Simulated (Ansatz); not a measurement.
**CH₃Li: single points off equilibrium**

How do the functionals fare away from a minimum? The structure is a structure displaced at random from a GFN2-xTB minimum.

Method: single points in def2-TZVPP; program: Ansatz 0.2.0, Gaussian basis.

Correlated methods freeze the cores. The outer core shell of Li, Na, Mg and K is correlated.

## 1. Where the work starts

5 atoms, charge 0, spin multiplicity 1.

Atoms are counted from 1 here; the program's logs count them from 0.

Bond lengths: Li1–C2 1.944 Å, C2–H3 1.045 Å, C2–H4 1.090 Å, C2–H5 1.104 Å. Angles: Li1–C2–H3 110.6°, Li1–C2–H4 108.2°, Li1–C2–H5 113.5°, H3–C2–H4 108.2°, H3–C2–H5 114.1°, H4–C2–H5 101.5°.

Geometry (Å):

```xyz
5
charge 0, multiplicity 1
Li    1.4183    0.8396   -0.7122
C    -0.0866   -0.1261    0.0505
H    -0.0166   -1.1465   -0.1643
H    -0.0574   -0.0036    1.1333
H    -1.0656    0.3201   -0.1953
```

## 2. CCSD(T)/def2-TZVPP

run/in.yaml

```yaml
crystal:
  periodic: [false, false, false]
  atoms:
    - {symbol: Li, position_ang: [1.418300, 0.839600, -0.712200]}
    - {symbol: C, position_ang: [-0.086600, -0.126100, 0.050500]}
    - {symbol: H, position_ang: [-0.016600, -1.146500, -0.164300]}
    - {symbol: H, position_ang: [-0.057400, -0.003600, 1.133300]}
    - {symbol: H, position_ang: [-1.065600, 0.320100, -0.195300]}
basis:
  gaussian: {orbitals: def2-TZVPP}
correlation: {method: ccsd_t}
output: {forces: true}
```

Command:

```bash
> ansatz run in.yaml --threads 4 --pin off --events-out ev --progress --plain --max-ram 5222MiB
```

## 3. PBE0-D4/def2-TZVPP

run/in.yaml: that of step 2 with these lines changed.

```diff
@@ -10,3 +10,3 @@
   gaussian: {orbitals: def2-TZVPP}
-correlation: {method: ccsd_t}
-output: {forces: true}
+hamiltonian: {xc: pbe0, dispersion: d4}
+output: {forces: true, orbitals: {seedname: orbitals}}
```

## 4. wB97M-V/def2-TZVPP

run/in.yaml: that of step 3 with these lines changed.

```diff
@@ -10,3 +10,3 @@
   gaussian: {orbitals: def2-TZVPP}
-hamiltonian: {xc: pbe0, dispersion: d4}
-output: {forces: true, orbitals: {seedname: orbitals}}
+hamiltonian: {xc: {name: wB97M-V}}
+output: {forces: true}
```

## 5. r2SCAN-D4/def2-TZVPP

run/in.yaml: that of step 4 with these lines changed.

```diff
@@ -10,3 +10,3 @@
   gaussian: {orbitals: def2-TZVPP}
-hamiltonian: {xc: {name: wB97M-V}}
+hamiltonian: {xc: r2scan, dispersion: d4}
 output: {forces: true}
```

## 6. PBE-D4/def2-TZVPP

run/in.yaml: that of step 5 with these lines changed.

```diff
@@ -10,3 +10,3 @@
   gaussian: {orbitals: def2-TZVPP}
-hamiltonian: {xc: r2scan, dispersion: d4}
+hamiltonian: {xc: pbe, dispersion: d4}
 output: {forces: true}
```

## 7. SPW92/def2-TZVPP

run/in.yaml: that of step 6 with these lines changed.

```diff
@@ -10,3 +10,3 @@
   gaussian: {orbitals: def2-TZVPP}
-hamiltonian: {xc: pbe, dispersion: d4}
+hamiltonian: {xc: lda}
 output: {forces: true}
```

## 8. CAM-B3LYP-D4/def2-TZVPP

run/in.yaml: that of step 7 with these lines changed.

```diff
@@ -10,3 +10,3 @@
   gaussian: {orbitals: def2-TZVPP}
-hamiltonian: {xc: lda}
+hamiltonian: {xc: {name: CAM-B3LYP}, dispersion: d4}
 output: {forces: true}
```

(Steps that only read results are left out.)

Q: Predict the outcome of this session. Wanted: energy less free atoms, CCSD(T)/def2-TZVPP; RMS force component; RMS force error; HOMO and LUMO, PBE0-D4; T1 diagnostic.

**Answer**, as computed:

| quantity | value |
| --- | --- |
| energy less free atoms, CCSD(T)/def2-TZVPP | -1446.2 kJ/mol |
| RMS force component | 0.773 to 0.846 eV/Å over the methods |
| RMS force error | PBE0-D4 0.036, wB97M-V 0.043, r2SCAN-D4 0.032, PBE-D4 0.100, SPW92 0.148, CAM-B3LYP-D4 0.059 eV/Å |
| HOMO and LUMO, PBE0-D4 | -4.90 and -1.01 eV |
| T1 diagnostic | 0.009 |

What this shows: Against CCSD(T) the functionals' energies less atoms differ by -205.6 to -22.0 kJ/mol, PBE-D4 by -40.4 kJ/mol. A larger basis would deepen the CCSD(T) value, while the functionals are nearly converged already, so the order here is not reliable. For forces r2SCAN-D4 does best and SPW92 worst. Frozen-core CCSD(T) forces in triple zeta carry basis errors of their own, and this is one geometry, so small gaps rank nothing.
